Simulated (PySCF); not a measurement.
**Level sweep**

Species: C₃H₄.
Atom-mapped SMILES: `[CH:1]#[C:2][CH3:3]` (hydrogens: H4 on C1; H5, H6, H7 on C3)

PySCF, dipoles from the SCF density, polarisabilities from static response with core orbitals frozen. Geometry: PBE0-D3(BJ)/def2-SVP; no solvent, vibrations or thermal averaging.

Question: Which levels come closest to the reference values?

Answer: 

| level | μ (D) | error (%) | α (Å³) | error (%) | anisotropy (Å³) |
| --- | --- | --- | --- | --- | --- |
| LDA/def2-SVPD | 0.898 | +15.1 | 5.53 | -0.4 | 3.58 |
| PBE/def2-SVPD | 0.835 | +7.1 | 5.46 | -1.7 | 3.55 |
| B3LYP/def2-SVPD | 0.796 | +2.1 | 5.37 | -3.2 | 3.43 |
| PBE0/def2-SVPD | 0.811 | +3.9 | 5.31 | -4.4 | 3.39 |
| BHandHLYP/def2-SVPD | 0.772 | -1.1 | 5.23 | -5.7 | 3.29 |
| CAM-B3LYP/def2-SVPD | 0.790 | +1.3 | 5.30 | -4.5 | 3.32 |
| wB97X-D/def2-SVPD | 0.804 | +3.1 | 5.33 | -3.9 | 3.27 |
| LC-wPBE/def2-SVPD | 0.780 | 0.0 | 5.15 | -7.2 | 3.20 |
| HF/def2-SVPD | 0.740 | -5.1 | 5.14 | -7.4 | 3.13 |
| PBE0/6-31G* | 0.704 | -9.8 | 4.00 | -28.0 | 4.02 |
| PBE0/6-31+G* | 0.808 | +3.6 | 4.69 | -15.5 | 3.96 |
| PBE0/def2-SVP | 0.787 | +0.9 | 4.26 | -23.2 | 4.05 |
| PBE0/aug-cc-pVDZ | 0.847 | +8.6 | 5.45 | -1.8 | 3.47 |
| PBE0/def2-TZVP | 0.835 | +7.0 | 4.99 | -10.1 | 3.74 |
| PBE0/def2-TZVPD | 0.838 | +7.5 | 5.47 | -1.4 | 3.40 |
| PBE0/aug-cc-pVTZ | 0.847 | +8.6 | 5.52 | -0.6 | 3.41 |

Reference dipole: 0.780 D (measured, gas; NIST CCCBDB Release 22 (SRD 101), experimental dipoles). Reference polarisability: 5.550 Å³ (measured, gas; NIST CCCBDB Release 22 (SRD 101), experimental polarizabilities). The anisotropy is √(½[(α1 − α2)² + (α2 − α3)² + (α3 − α1)²]). For the dipole, the smallest error is 0.0% (LC-wPBE/def2-SVPD) and the largest 15.1% (LDA/def2-SVPD). For the polarisability, the smallest error is 0.4% (LDA/def2-SVPD) and the largest 28.0% (PBE0/6-31G*). The dipole runs from 0.70 D (PBE0/6-31G*) to 0.90 D (LDA/def2-SVPD). In one basis (def2-SVPD) the functionals order the polarisability from HF (lowest) to LDA (highest), a spread of 8%. With PBE0 the polarisability is 4.42 Å³ without diffuse functions (mean of 6-31G*, def2-SVP and def2-TZVP) and 5.29 Å³ with them (mean of 6-31+G*, def2-SVPD, aug-cc-pVDZ, def2-TZVPD and aug-cc-pVTZ). Measured values can belong to vibrating molecules and may average over conformers; the computed ones are for one fixed geometry.
